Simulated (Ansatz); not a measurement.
## ZrPRu (P-62m)

Method: Ansatz 0.2.0, DFT PBEsol, scalar-relativistic, plane waves, PAW.

Settings: cutoff 420 eV, Γ-centred mesh 6×6×10 on the computed 9-atom cell, Gaussian smearing of 0.10 eV; no spin polarisation.

The structure is relaxed at this level of theory with its symmetry kept. Whether it is the stable form of this composition wasn't checked.

```cif
data_structure
_symmetry_space_group_name_H-M 'P-62m'
_symmetry_Int_Tables_number 189
_cell_length_a 6.4075
_cell_length_b 6.4075
_cell_length_c 3.7752
_cell_angle_alpha 90.000
_cell_angle_beta 90.000
_cell_angle_gamma 120.000
_cell_volume 134.23
loop_
_atom_site_label
_atom_site_type_symbol
_atom_site_symmetry_multiplicity
_atom_site_Wyckoff_symbol
_atom_site_fract_x
_atom_site_fract_y
_atom_site_fract_z
_atom_site_occupancy
Zr1 Zr 3 f 0.41592 0.41592 0.00000 1
P1 P 2 d 0.66667 0.33333 0.50000 1
P2 P 1 a 0.00000 0.00000 0.00000 1
Ru1 Ru 3 g 0.75581 0.75581 0.50000 1
```

```json
{
  "Space group": "P-62m (No. 189)",
  "Volume per atom": "14.91 Å³",
  "Formation energy from the elements' standard states (uncorrected)": "-1.201 eV/atom",
  "Kohn–Sham band gap": "none (metal)",
  "Density of states at the Fermi level": "7.98 states/eV per cell",
  "Löwdin character within 0.5 eV of the Fermi level": "Ru 4d 42 %, Zr 4d 41 %, P 3p 9 %, unprojected 5 %",
  "Bulk modulus": "229 GPa",
  "Its pressure derivative": "4.5",
  "Bader charges (e)": "Zr (3 in the cell) 1.51, P (2 in the cell) -1.22, P (1 in the cell) -0.65, Ru (3 in the cell) -0.49"
}
```